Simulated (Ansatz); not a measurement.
Species: CN, net charge 0, doublet state. 
Coordinates optimised at B3LYP-D3(BJ)/def2-TZVP (Ansatz, an electronic-structure program):
```xyz
2

C      0.0000     0.0000    -0.6258
N      0.0000     0.0000     0.5364
```
Charge 0, spin multiplicity 2.

Wanted: atomisation energy (electronic, to ground-state atoms), in kcal/mol. Cores are frozen in the correlated levels unless marked. Open shells are spin-unrestricted. Spin-orbit coupling is left out. Non-relativistic. The coupled-cluster limit lacks core correlation, which all-electron functionals hold. Basis-set limits of correlation are two-point, X^-3; Hartree-Fock from the larger set (for Q and 5 zeta extrapolated as (X+1)exp(-9√X)).

```
level                                program  atomisation energy (kcal/mol)
----------------------------  --------------  -----------------------------
r2SCAN-D3(BJ)/def2-TZVPD      Ansatz + dftd3                          178.1
B3LYP-D3(BJ)/def2-TZVPD       Ansatz + dftd3                          179.9
PBE0-D4/def2-TZVPD            Ansatz + dftd4                          178.8
LC-wPBE-D4/def2-TZVPD         Ansatz + dftd4                          175.6
MP2/def2-TZVPP                        Ansatz                          161.8
MP2/def2-QZVPP                        Ansatz                          165.8
CCSD(T)/CBS(cc-pVQZ,cc-pV5Z)          Ansatz                          178.1
```

The UHF reference is spin-contaminated (<S^2> 0.37 over the pure value in the largest basis). The T1 diagnostic of CCSD in the largest basis is 0.086, which is high, so the coupled-cluster rows are less sure than usual.
